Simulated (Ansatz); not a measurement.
```yaml
crystal:
  periodic: [false, false, false]
  atoms:
    - {symbol: P, position_ang: [0.000000, 0.000000, -2.315104]}
    - {symbol: Ga, position_ang: [0.000000, 0.000000, 0.000000]}
    - {symbol: P, position_ang: [0.000000, 0.000000, 2.315104]}
basis:
  gaussian: {orbitals: def2-TZVP}
magnetization: {spin_polarized: true, initial_magnetization: 3}
hamiltonian: {xc: pbe0}
relax: {f_tol: 0.004, max_steps: 80}
```

```sh
$ ansatz run in.yaml --threads 1 --pin off --events-out ev --progress --plain --max-ram 2176MiB
```

Steps of the relaxation (energy above the last step; positions in Å, forces in eV/Å):

```
3
step 1, 149.1 meV
P     0.000    0.000   -2.315    0.000    0.000    1.228
Ga    0.000    0.000    0.000    0.000    0.000    0.000
P     0.000    0.000    2.315    0.000    0.000   -1.228
```

```
3
step 2, 3.0 meV
P     0.000    0.000   -2.218    0.000    0.000    0.200
Ga    0.000    0.000    0.000    0.000    0.000    0.000
P     0.000    0.000    2.218    0.000    0.000   -0.200
```

```
3
step 3, 0.0 meV
P     0.000    0.000   -2.202    0.000    0.000   -0.024
Ga    0.000    0.000    0.000    0.000    0.000    0.000
P     0.000    0.000    2.202    0.000    0.000    0.024
```

```
3
step 4, 0.0 meV
P     0.000    0.000   -2.203    0.000    0.000    0.000
Ga    0.000    0.000    0.000    0.000    0.000    0.000
P     0.000    0.000    2.203    0.000    0.000    0.000
```

Close pairs at the end: Ga2–P3 2.203 Å, P1–Ga2 2.203 Å.

A stationary point of unrestricted PBE0 after 4 steps, with ⟨S²⟩ = 3.817 against 3.75 for a pure state; no frequencies were run, so it isn't proven a minimum. 91 s on 1 thread of Intel Xeon Platinum 8488C, shared host.
